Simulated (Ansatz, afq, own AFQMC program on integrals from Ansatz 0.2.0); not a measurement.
Integrals from Ansatz 0.2.0, then the random walk in our own AFQMC program (afq).

```yaml
crystal:
  periodic: [false, false, false]
  atoms:
    - {symbol: C, position_ang: [-0.553708, 1.026286, -0.592193]}
    - {symbol: N, position_ang: [0.236359, -0.154599, -0.348255]}
    - {symbol: C, position_ang: [0.947600, -0.060016, 0.902315]}
    - {symbol: N, position_ang: [-0.667007, -1.278659, -0.257285]}
    - {symbol: H, position_ang: [-1.054924, 0.949120, -1.571208]}
    - {symbol: H, position_ang: [-1.335005, 1.190965, 0.181510]}
    - {symbol: H, position_ang: [0.106599, 1.904853, -0.628011]}
    - {symbol: H, position_ang: [1.619670, 0.809919, 0.873719]}
    - {symbol: H, position_ang: [1.572709, -0.956167, 1.049255]}
    - {symbol: H, position_ang: [0.270048, 0.033183, 1.778803]}
    - {symbol: H, position_ang: [-1.080447, -1.363337, -1.189179]}
    - {symbol: H, position_ang: [-0.061884, -2.101547, -0.199453]}
basis:
  gaussian: {orbitals: def2-TZVP}
magnetization: {spin_polarized: true, initial_magnetization: 2}
correlation: {method: ccsd_t, electrons: outside_noble_gas, hamiltonian_folder: ham}
```

```sh
$ ansatz run in.yaml --threads 1 --pin off --events-out ev --progress --plain --max-ram 16896MiB --backend cuda --devices 0, --max-vram 18GiB
```

Options of the walk:

```
--method phaseless --trial cisd --walkers 300 --populations 10 --least-time 60 --time-step 0.005 --steps-per-block 50 --equilibration-blocks 28 --max-blocks 4000 --target-error 0.0003 --factor-cut 1e-05 --start spin_pure --seed 28 --release-times 0.21,0.42,0.63,0.9 --release-step 0.03 --release-every 5 --taylor-order 6
```

Times are imaginary, in 1/Eh. The walk had a cap of 455 s. With eight or more populations the least sampling time is a fifth of least-time, and the error comes from their spread.

Log:

```
orbitals 168  electrons 14 12  factors 1216 of 1216
reference energy -189.10715126 Eh
CCSD correlation -0.80151081 Eh in 19 cycles, weight of the determinant in the CISD state 0.7548
energy of the start -189.903732 Eh
 block  time / (1/Eh)  mean weight  energy / Eh
     1     0.250  0.9999  -189.881210
     2     0.500  0.9986  -189.901929
     3     0.750  0.9981  -189.916223
     4     1.000  0.9991  -189.926195
     5     1.250  1.0033  -189.923762
     8     2.000  1.0020  -189.934132
    17     4.250  1.0010  -189.946706
    41    10.250  1.0008  -189.944728
    65    16.250  1.0017  -189.940262
    73    18.250  1.0014  -189.929816
    89    22.250  0.9983  -189.936999
   113    28.250  1.0011  -189.944660
   137    34.250  1.0007  -189.946107
   161    40.250  1.0015  -189.945075
   185    46.250  0.9996  -189.938498
   209    52.250  0.9997  -189.942881
   233    58.250  0.9994  -189.939669
   257    64.250  1.0006  -189.944547
   281    70.250  0.9985  -189.941454
   305    76.250  0.9990  -189.952172
   329    82.250  1.0012  -189.956716
   345    86.250  1.0033  -189.948086
error from the spread of 10 populations
released: time / (1/Eh)  energy / Eh  error  mean overlap
  0.21  -189.944917  0.000535  0.9994
  0.42  -189.946293  0.000718  0.9920
  0.63  -189.946604  0.001020  0.9856
  0.90  -189.945756  0.001616  0.9892
energy -189.944645 +/- 0.000651 Eh
(rows thinned)
```

The run passed its tests (sampling time, drift between the halves within three errors, error under three times the target), which doesn't prove that it has relaxed, ending at its cap on processor time. The second half of the sampling lies below the first by 1.6 errors of their difference, so the energy may still be moving and its error bar be too small.

Against this walk (error 17.7 meV) on the same determinant: CCSD(T) 38.7 meV higher. The error is statistical and leaves out the bias of the constraint. None of these is a sure reference here. Released to 0.63 1/Eh the energy moves by -53 ± 33 meV (both errors), within twice the noise.

Cautions: constraint bias not in the error; error above the target (17.7 against 8.2 meV); another spin lies lower.

The walk took 7.6 min on 1 × NVIDIA H100 80GB HBM3 with 2 threads of AMD EPYC 7R13 Processor (Zen 3) (shared host) (the card was shared). The log's last line is the phaseless energy.
